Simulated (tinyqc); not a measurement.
Orbital energy against energy difference: ionisation energy by orbital energies and by energy differences in the cc-pvdz basis, for N2, spin multiplicity 1. Computed by the program tinyqc with PySCF. 

Geometry (angstrom):
```
atom       x       y       z
N     0.0000  0.0000  0.0000
N     0.0000  0.0000  1.0720
```

CCSD(T) difference in the same basis = 15.2458 eV

IP-EOM-CCSD = 15.2292 eV

The cation is unrestricted; errors are against CCSD(T) in this basis, not against experiment.

First vertical ionisation energy (eV):
```
method     -e(HOMO)  E(cation) - E  error of -e(HOMO)  error of the difference
HF          16.8530      15.243056             1.6071                  -0.0028
LDA          9.8443      15.432791            -5.4015                   0.1870
PBE          9.7312      15.218154            -5.5147                  -0.0277
B3LYP       11.4890      15.682259            -3.7568                   0.4364
PBE0        11.8202      15.648185            -3.4256                   0.4024
CAM-B3LYP   13.4134      15.848601            -1.8324                   0.6028
LC-wPBE     14.8854      15.920476            -0.3605                   0.6747
```

Koopmans errs by +1.61 eV and Delta-HF by -0.00 eV: relaxation, 1.61 eV, lowers the value and the missing correlation difference works against it. The PBE level is off by -5.5 eV through the wrong tail of its potential, though its energy difference is off by -0.03 eV; exact exchange deepens the level, and among the orbital energies LC-wPBE comes closest; among the differences HF does.
